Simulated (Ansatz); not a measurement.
**CH5AlO: functionals against CCSD(T) at one geometry**

The atoms stand at a structure displaced at random from a GFN2-xTB minimum. How far do the functionals agree with CCSD(T) there?

Computed with Ansatz 0.2.0, Gaussian basis. Level: single points in def2-TZVPP.

Correlated methods freeze the cores.

## (1) The starting structure

SMILES `C[O][AlH2]`, 8 atoms, charge 0, spin multiplicity 1.

Atoms are counted from 1 here; the program's logs count them from 0.

Bond lengths: C1–O2 1.314 Å, C1–H4 1.240 Å, C1–H5 1.238 Å, C1–H6 1.179 Å, O2–Al3 1.724 Å, Al3–H7 1.560 Å, Al3–H8 1.454 Å. Angles: O2–C1–H4 103.9°, O2–C1–H5 110.5°, O2–C1–H6 107.0°, H4–C1–H5 114.9°, H4–C1–H6 104.5°, H5–C1–H6 115.1°, C1–O2–Al3 176.6°, O2–Al3–H7 109.9°, O2–Al3–H8 126.5°, H7–Al3–H8 123.2°.

Coordinates:

```tsv
atom	x (Å)	y (Å)	z (Å)
C1	-0.4410	1.2305	-0.4325
O2	0.0198	0.0682	-0.0291
Al3	0.5444	-1.5010	0.4552
H4	-1.2445	0.9370	-1.3306
H5	0.4892	1.9674	-0.7851
H6	-1.1127	1.6553	0.4387
H7	1.9714	-1.4144	1.0801
H8	-0.2534	-2.7170	0.4586
```

## (2) CCSD(T)/def2-TZVPP

The input, run/in.yaml:

```yaml
crystal:
  periodic: [false, false, false]
  atoms:
    - {symbol: C, position_ang: [-0.441000, 1.230500, -0.432500]}
    - {symbol: O, position_ang: [0.019800, 0.068200, -0.029100]}
    - {symbol: Al, position_ang: [0.544400, -1.501000, 0.455200]}
    - {symbol: H, position_ang: [-1.244500, 0.937000, -1.330600]}
    - {symbol: H, position_ang: [0.489200, 1.967400, -0.785100]}
    - {symbol: H, position_ang: [-1.112700, 1.655300, 0.438700]}
    - {symbol: H, position_ang: [1.971400, -1.414400, 1.080100]}
    - {symbol: H, position_ang: [-0.253400, -2.717000, 0.458600]}
basis:
  gaussian: {orbitals: def2-TZVPP}
correlation: {method: ccsd_t}
output: {forces: true}
```

The command line of these runs was not kept.

## (3) PBE0-D4/def2-TZVPP

run/in.yaml, as its differences from that of step 2:

```diff
@@ -13,3 +13,3 @@
   gaussian: {orbitals: def2-TZVPP}
-correlation: {method: ccsd_t}
-output: {forces: true}
+hamiltonian: {xc: pbe0, dispersion: d4}
+output: {forces: true, orbitals: {seedname: orbitals}}
```

## (4) wB97M-V/def2-TZVPP

run/in.yaml, as its differences from that of step 3:

```diff
@@ -13,3 +13,3 @@
   gaussian: {orbitals: def2-TZVPP}
-hamiltonian: {xc: pbe0, dispersion: d4}
-output: {forces: true, orbitals: {seedname: orbitals}}
+hamiltonian: {xc: {name: wB97M-V}}
+output: {forces: true}
```

## (5) r2SCAN-D4/def2-TZVPP

run/in.yaml, as its differences from that of step 4:

```diff
@@ -13,3 +13,3 @@
   gaussian: {orbitals: def2-TZVPP}
-hamiltonian: {xc: {name: wB97M-V}}
+hamiltonian: {xc: r2scan, dispersion: d4}
 output: {forces: true}
```

## (6) PBE-D4/def2-TZVPP

run/in.yaml, as its differences from that of step 5:

```diff
@@ -13,3 +13,3 @@
   gaussian: {orbitals: def2-TZVPP}
-hamiltonian: {xc: r2scan, dispersion: d4}
+hamiltonian: {xc: pbe, dispersion: d4}
 output: {forces: true}
```

## (7) CAM-B3LYP-D4/def2-TZVPP

run/in.yaml, as its differences from that of step 6:

```diff
@@ -13,3 +13,3 @@
   gaussian: {orbitals: def2-TZVPP}
-hamiltonian: {xc: pbe, dispersion: d4}
+hamiltonian: {xc: {name: CAM-B3LYP}, dispersion: d4}
 output: {forces: true}
```

## (8) r2SCANh-D4/def2-TZVPP

run/in.yaml, as its differences from that of step 7:

```diff
@@ -13,3 +13,3 @@
   gaussian: {orbitals: def2-TZVPP}
-hamiltonian: {xc: {name: CAM-B3LYP}, dispersion: d4}
+hamiltonian: {xc: {name: r2SCANh}, dispersion: d4}
 output: {forces: true}
```

(Steps that only read results are left out.)

Before running it: what results should come out? Wanted: energy less free atoms, CCSD(T)/def2-TZVPP; RMS force component; RMS force error; HOMO and LUMO, PBE0-D4; T1 diagnostic.

As calculated:

| quantity | value |
| --- | --- |
| energy less free atoms, CCSD(T)/def2-TZVPP | -26.178 eV |
| RMS force component | 1.702 to 1.877 eV/Å over the methods |
| RMS force error | PBE0-D4 0.170, wB97M-V 0.083, r2SCAN-D4 0.133, PBE-D4 0.204, CAM-B3LYP-D4 0.103, r2SCANh-D4 0.142 eV/Å |
| HOMO and LUMO, PBE0-D4 | -7.34 and -1.13 eV |
| T1 diagnostic | 0.013 |

What this shows: Against CCSD(T) the functionals' energies less atoms differ by -0.855 to -0.365 eV, PBE-D4 by -0.855 eV. A larger basis would deepen the CCSD(T) value, while the functionals are nearly converged already, so the order here is not reliable. For forces wB97M-V does best and PBE-D4 worst. Frozen-core CCSD(T) forces in triple zeta carry basis errors of their own, and this is one geometry, so small gaps rank nothing.
